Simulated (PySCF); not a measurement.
Molecule (SMILES): F (HF).
Geometry (B3LYP-D3(BJ)/def2-TZVP, fixed):
```xyz
2

F      0.0000     0.0000    -0.0925
H      0.0000     0.0000     0.8321
```

Basis-set convergence of the mean static polarisability at PBE0 with PySCF. All functions are spherical. Density fitting with generated auxiliary sets. No added dispersion term, no relativity. Reference: the value in aug-cc-pV5Z, 5.71 bohr³, itself unsure by roughly 1.0 % (its mean distance from d-aug-cc-pVTZ, aug-pcseg-3, aug-cc-pVQZ). Deviations are taken from unrounded values.

```json
[
 {"basis": "cc-pVDZ", "functions": "19", "mean static polarisability (bohr³)": "2.51"},
 {"basis": "aug-cc-pVDZ", "functions": "32", "mean static polarisability (bohr³)": "5.05"},
 {"basis": "def2-SVP", "functions": "19", "mean static polarisability (bohr³)": "2.57"},
 {"basis": "def2-SVPD", "functions": "31", "mean static polarisability (bohr³)": "5.48"},
 {"basis": "pcseg-1", "functions": "19", "mean static polarisability (bohr³)": "2.72"},
 {"basis": "aug-pcseg-1", "functions": "32", "mean static polarisability (bohr³)": "5.57"},
 {"basis": "6-311G**", "functions": "24", "mean static polarisability (bohr³)": "2.76"},
 {"basis": "6-311+G**", "functions": "28", "mean static polarisability (bohr³)": "3.49"},
 {"basis": "def2-TZVP", "functions": "37", "mean static polarisability (bohr³)": "3.47"},
 {"basis": "def2-TZVPD", "functions": "49", "mean static polarisability (bohr³)": "5.63"},
 {"basis": "cc-pVTZ", "functions": "44", "mean static polarisability (bohr³)": "3.62"},
 {"basis": "aug-cc-pVTZ", "functions": "69", "mean static polarisability (bohr³)": "5.48"},
 {"basis": "pcseg-2", "functions": "44", "mean static polarisability (bohr³)": "3.95"},
 {"basis": "aug-pcseg-2", "functions": "69", "mean static polarisability (bohr³)": "5.72"},
 {"basis": "def2-TZVPP", "functions": "45", "mean static polarisability (bohr³)": "3.85"},
 {"basis": "def2-TZVPPD", "functions": "57", "mean static polarisability (bohr³)": "5.64"},
 {"basis": "cc-pVQZ", "functions": "85", "mean static polarisability (bohr³)": "4.31"},
 {"basis": "aug-cc-pVQZ", "functions": "126", "mean static polarisability (bohr³)": "5.65"},
 {"basis": "def2-QZVPP", "functions": "87", "mean static polarisability (bohr³)": "4.46"},
 {"basis": "def2-QZVPPD", "functions": "99", "mean static polarisability (bohr³)": "5.70"},
 {"basis": "pcseg-3", "functions": "93", "mean static polarisability (bohr³)": "5.15"},
 {"basis": "aug-pcseg-3", "functions": "134", "mean static polarisability (bohr³)": "5.76"},
 {"basis": "cc-pV5Z", "functions": "146", "mean static polarisability (bohr³)": "4.80"},
 {"basis": "aug-cc-pV5Z", "functions": "207", "mean static polarisability (bohr³)": "5.71"}
]
```

What the diffuse functions change, pair by pair:
- cc-pVDZ to aug-cc-pVDZ: 13 more functions, deviation -56.0 to -11.6 %
- def2-SVP to def2-SVPD: 12 more functions, deviation -55.1 to -4.1 %
- pcseg-1 to aug-pcseg-1: 13 more functions, deviation -52.3 to -2.5 %
- 6-311G** to 6-311+G**: 4 more functions, deviation -51.7 to -39.0 %
- def2-TZVP to def2-TZVPD: 12 more functions, deviation -39.2 to -1.5 %
- cc-pVTZ to aug-cc-pVTZ: 25 more functions, deviation -36.7 to -4.0 %
- pcseg-2 to aug-pcseg-2: 25 more functions, deviation -30.9 to 0.2 %
- def2-TZVPP to def2-TZVPPD: 12 more functions, deviation -32.7 to -1.2 %
- cc-pVQZ to aug-cc-pVQZ: 41 more functions, deviation -24.5 to -1.0 %
- def2-QZVPP to def2-QZVPPD: 12 more functions, deviation -22.0 to -0.3 %
- pcseg-3 to aug-pcseg-3: 41 more functions, deviation -9.8 to 0.9 %
- cc-pV5Z to aug-cc-pV5Z: 61 more functions, deviation -15.9 to 0.0 %

Leaving out the reference's own pair, they bring the value nearer the reference by more than 1.0 % in 11 of 11 pairs.
